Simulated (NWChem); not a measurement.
Molecule: C3H7, doublet; SMILES C[CH]C

Program: NWChem. Spin-unrestricted. In the optimisation the excess spin sits in a' (Cs, its own frame). Structure relaxed at the B3LYP/6-31G* (spherical d), spin-unrestricted level. No stability test was run on the SCF state.

For level PBE0/def2-SVP:

highest occupied level (eV): -5.36
lowest empty minus highest occupied level, either spin (eV): 4.80

### Question
Estimate the same quantities for level BLYP/def2-SVP.

### Answer
| Property | Value |
|---|---|
| highest occupied level (eV) | -3.76 |
| lowest empty minus highest occupied level, either spin (eV) | 1.97 |
